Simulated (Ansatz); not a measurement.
Reaction (formal hydrolysis of a C–C bond): `C/C=C\F` + H₂O → `O/C=C\F` + CH₄

Isolated molecules relaxed with PBE0-D4/def2-TZVP in Ansatz; ΔE leaves out vibrations. CCSD(T)/CBS adds triple-zeta CCSD(T) − MP2 to the extrapolated MP2 energy (def2 sets, frozen cores). This one scheme is used for every species. Double bonds are as drawn, so ΔE can hold a change between cis and trans. Functionals use def2-TZVPP. Each species was taken in one conformer, which may not be the lowest.

| level | ΔE (kJ/mol) |
| --- | --- |
| PBE0-D4 | 27.9 |
| ωB97M-V | 28.4 |

Question: What does CCSD(T)/CBS give? (An estimate is asked.)

Answer: The calculation gave: +36.9 kJ/mol. The listed levels differ from it by -9.0, -8.5 kJ/mol.

Largest T1 diagnostic among the species: 0.013.

In def2-TZVPP, CCSD(T) changes the Hartree–Fock value by +6.5 kJ/mol (the triples alone add −0.7 kJ/mol) and MP2 by +11.6 kJ/mol. From PBE to PBE0 (25 % exact exchange), in def2-TZVPP and without D4, ΔE moves by +5.1 kJ/mol.
